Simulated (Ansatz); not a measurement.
**Active spaces for MgH, doublet**

Program: Ansatz, Gaussian basis, development build. Basis def2-SVP, nonrelativistic, 5 orbitals frozen in the corrections. State-specific CASSCF; RHF is the lowest restricted (open-shell) Hartree–Fock solution met. Letters tell apart solutions met in one space. The basis is small, far from the limit. Solutions may break the symmetry of the shape. No proof that the lowest CASSCF solution was found.

Geometry: bond length 1.8684 Å.

CASSCF less RHF, in eV, and natural occupations:

```csv
CAS,CASSCF,occupations
"(3,5) a",-0.696,"1.96, 1.00, 0.03, 0.01, 0.00"
"(3,5) b",-0.619,"1.95, 1.00, 0.04, 0.01, 0.01"
```

**Question.** What totals less RHF do the corrections give on each solution?

**Answer.** 

```json
{"CAS": "(3,5) a", "SC-NEVPT2": "-0.846"}
{"CAS": "(3,5) b", "SC-NEVPT2": "-0.874"}
```

**Question.** In CAS(3,5), is the solution lowest in CASSCF also lowest after SC-NEVPT2?

**Answer.** No: (3,5) b is lowest after SC-NEVPT2, 0.03 eV under (3,5) a, which leads in CASSCF.
